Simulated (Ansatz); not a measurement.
```yaml
crystal:
  periodic: [false, false, false]
  atoms:
    - {symbol: Ge, position_ang: [-0.450393, -0.225277, -0.002621]}
    - {symbol: B, position_ang: [1.132338, 1.295292, 0.015162]}
    - {symbol: N, position_ang: [1.362355, -0.005402, -0.000152]}
    - {symbol: H, position_ang: [1.381801, 2.417170, 0.028342]}
basis:
  gaussian: {orbitals: def2-TZVP}
magnetization: {spin_polarized: true, initial_magnetization: 1}
hamiltonian: {xc: pbe0}
relax: {f_tol: 0.004, max_steps: 80}
```

```sh
$ ansatz run in.yaml --threads 1 --pin off --events-out ev --progress --plain --max-ram 2176MiB
```

Steps of the relaxation (energy above the last step; positions in Å, forces in eV/Å):

```
4
step 1, 23.5 meV
Ge   -0.450   -0.225   -0.003   -0.359   -0.030    0.000
B     1.132    1.295    0.015    0.051   -1.024   -0.012
N     1.362   -0.005    0.000    0.241    0.184    0.002
H     1.382    2.417    0.028    0.067    0.871    0.010
```

```
4
step 2, 6.6 meV
Ge   -0.457   -0.224   -0.003   -0.215   -0.023    0.000
B     1.140    1.286    0.015    0.142   -0.321   -0.004
N     1.366   -0.013    0.000    0.119    0.107    0.001
H     1.377    2.433    0.029   -0.046    0.237    0.003
```

```
4
step 3, 2.0 meV
Ge   -0.464   -0.219   -0.003   -0.034   -0.015    0.000
B     1.151    1.279    0.015    0.142    0.035    0.000
N     1.371   -0.019    0.000   -0.039    0.037    0.000
H     1.367    2.441    0.029   -0.069   -0.056   -0.001
```

```
4
step 4, 0.8 meV
Ge   -0.466   -0.215   -0.002    0.007   -0.014    0.000
B     1.161    1.276    0.015    0.093    0.080    0.001
N     1.372   -0.021    0.000   -0.056    0.012    0.000
H     1.359    2.442    0.029   -0.044   -0.077   -0.001
```

```
4
step 7, 0.0 meV
Ge   -0.469   -0.214   -0.002    0.002    0.002    0.000
B     1.173    1.276    0.015   -0.001   -0.015    0.000
N     1.370   -0.022    0.000   -0.001    0.010    0.000
H     1.351    2.441    0.029    0.000    0.002    0.000
```

```
4
step 8, 0.0 meV
Ge   -0.469   -0.213   -0.002    0.000    0.000    0.000
B     1.173    1.276    0.015    0.000    0.000    0.000
N     1.370   -0.022    0.000    0.000    0.000    0.000
H     1.351    2.441    0.029    0.000    0.000    0.000
```

Close pairs at the end: B2–H4 1.179 Å, B2–N3 1.313 Å, Ge1–N3 1.849 Å, Ge1–B2 2.217 Å.

A stationary point of unrestricted PBE0 after 8 steps, with ⟨S²⟩ = 0.755 against 0.75 for a pure state; no frequencies were run, so it isn't proven a minimum. 63 s on 1 thread of Intel Xeon Platinum 8259CL, shared host.
